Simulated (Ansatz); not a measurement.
# SiH2O (singlet): wave-function methods side by side at distance O2–H4 = 0.851 Å, cc-pVDZ

Aim: climb from Hartree-Fock through coupled cluster and multireference methods for SiH2O (singlet) at one geometry and basis, and see what each rung misses.

The runs use Ansatz 0.2.0, Gaussian basis; cc-pVDZ, core rule «outside noble gas», up to 6 orbitals frozen.

Plan: UHF; CCSD(T) on RHF; CCSD(T) on UHF; BCCD(T) on RHF; CISD; CCSDT(Q) on RHF; CCSDT(Q) on UHF; CCSDTQ on RHF; CASSCF and MRCISD+Q, 2 electrons in 2 orbitals; CASSCF and NEVPT2, 2 electrons in 2 orbitals.

12 further runs of the same task are left out: 12 for a known fault of the program.

### 1 The geometry

The geometry derives from a PBE0/def2-TZVP stationary point (not a proven minimum). One bond is set to the value named and the two fragments are kept rigid.

4 atoms, charge 0, spin multiplicity 1.

Atoms are counted from 1 here; the program's logs count them from 0.

Bond lengths: Si1–O2 1.657 Å, Si1–H3 1.532 Å, O2–H4 0.851 Å. Angles: O2–Si1–H3 94.4°, Si1–O2–H4 114.2°.

### 2 UHF

Contents of in.yaml:

```yaml
crystal:
  periodic: [false, false, false]
  atoms:
    - {symbol: Si, position_ang: [0.000000, -0.120566, 0.604817]}
    - {symbol: O, position_ang: [0.000000, 0.160088, -1.028689]}
    - {symbol: H, position_ang: [0.000000, 1.364575, 0.979326]}
    - {symbol: H, position_ang: [0.000000, -0.546243, -1.503344]}
basis:
  gaussian: {orbitals: cc-pVDZ}
magnetization: {spin_polarized: true, initial_magnetization: 0}
hamiltonian: {xc: hf}
output: {orbitals: {seedname: orbitals}}
```

Launch:

```bash
$ ansatz run in.yaml --threads 1 --pin off --events-out ev --progress --plain --max-ram 5120MiB --backend cpu
```

After this run come: CCSD(T) on RHF; CCSD(T) on UHF; BCCD(T) on RHF; CISD; CCSDT(Q) on RHF; CCSDT(Q) on UHF; CCSDTQ on RHF; CASSCF and MRCISD+Q, 2 electrons in 2 orbitals; CASSCF and NEVPT2, 2 electrons in 2 orbitals.

**Question.** What will the summary of the whole plan be? Wanted: RCCSDTQ below the RHF energy; RMP2 from RCCSDTQ; RCCSD from RCCSDTQ; RCCSD(T) from RCCSDTQ; RCCSDT(Q) from RCCSDTQ; NEVPT2 pair from RCCSDTQ; MRCISD+Q pair from RCCSDTQ; T1 diagnostic.

**Answer**, as computed:

| quantity | value |
| --- | --- |
| RCCSDTQ below the RHF energy | -8.2317 eV |
| RMP2 from RCCSDTQ | +84.9 kJ/mol |
| RCCSD from RCCSDTQ | +21.5 kJ/mol |
| RCCSD(T) from RCCSDTQ | +3.5 kJ/mol |
| RCCSDT(Q) from RCCSDTQ | -0.2 kJ/mol |
| NEVPT2 pair from RCCSDTQ | +84.6 kJ/mol |
| MRCISD+Q pair from RCCSDTQ | +12.3 kJ/mol |
| levels within 1 kcal/mol (43 meV) | RCCSD(T), BCCD(T), RCCSDT, RCCSDT(Q) |
| T1 diagnostic | 0.017 |

**Reading.** RCCSD(T) misses by +3.5 kJ/mol, 0.4 % of the correlation energy. Of the multireference levels listed MRCISD+Q pair comes nearest in total energy (+12.3 kJ/mol), which doesn't show that its space is the better one. These misses are within one basis, not against nature.
